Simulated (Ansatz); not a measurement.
**NaC (quartet): wave-function methods side by side, aug-cc-pVDZ**

How much of the correlation energy of NaC (quartet) does each wave-function method recover here?

The runs use Ansatz 0.2.0, Gaussian basis; aug-cc-pVDZ, core rule «outside noble gas», up to 6 orbitals frozen.

The runs, in order: UHF; CCSD(T) on ROHF; CCSD(T) on UHF; BCCD(T) on ROHF; CISD; CCSDT(Q) on ROHF; CCSDT(Q) on UHF; Full CI.

30 further runs of the same task are left out: 13 for a known fault of the program, 4 that didn't finish, 13 set aside as unsound or not needed.

## (1) The system

The geometry is a PBE0/def2-TZVP stationary point (not a proven minimum) of the parent state, kept for this charge and spin.

2 atoms, charge 0, spin multiplicity 4.

Atoms are counted from 1 here; the program's logs count them from 0.

Bond lengths: C1–Na2 2.281 Å.

## (2) UHF

in.yaml

```yaml
crystal:
  periodic: [false, false, false]
  atoms:
    - {symbol: C, position_ang: [0.000000, 0.000000, 0.000000]}
    - {symbol: Na, position_ang: [0.000000, 0.000000, 2.280800]}
basis:
  gaussian: {orbitals: aug-cc-pVDZ}
magnetization: {spin_polarized: true, initial_magnetization: 3}
hamiltonian: {xc: hf}
output: {orbitals: {seedname: orbitals}}
```

Run with:

```bash
> ansatz run in.yaml --threads 1 --pin off --events-out ev --progress --plain --max-ram 2393MiB
```

Further steps of the session: CCSD(T) on ROHF; CCSD(T) on UHF; BCCD(T) on ROHF; CISD; CCSDT(Q) on ROHF; CCSDT(Q) on UHF; Full CI.

Q: Predict the results of all the runs planned. Wanted: FCI from the RHF energy; RMP2 from FCI; UMP2 from FCI; RCCSD from FCI; RCCSD(T) from FCI; UCCSD(T) from FCI; RCCSDT(Q) from FCI; UCCSDT(Q) from FCI; T1 diagnostic.

As calculated:

| quantity | value |
| --- | --- |
| FCI from the ROHF energy | -2.7363 eV |
| RMP2 from FCI | +14.15 kcal/mol |
| UMP2 from FCI | +13.73 kcal/mol |
| RCCSD from FCI | +2.14 kcal/mol |
| RCCSD(T) from FCI | +0.48 kcal/mol |
| UCCSD(T) from FCI | +0.45 kcal/mol |
| RCCSDT(Q) from FCI | 0.00 kcal/mol |
| UCCSDT(Q) from FCI | -0.04 kcal/mol |
| levels within 1 kcal/mol (43 meV) | RCCSD(T), UCCSD(T), BCCD(T), RCCSDT, UCCSDT, RCCSDT(Q), UCCSDT(Q) |
| T1 diagnostic | 0.024 |
| effectively unpaired electrons | 3.02 |

**Reading.** RCCSD(T) lands +0.48 kcal/mol from the yardstick (0.8 % of the correlation energy). One determinant dominates. These misses are within one basis, not against nature; the frozen cores of restricted and unrestricted runs differ, which can shift their rows.

Levels on UHF freeze UHF's core orbitals, full CI those of ROHF, so the U rows can settle a little off it for that reason alone.

With open shells the CI space here admits some triples and quadruples, so it is larger than plain CISD.
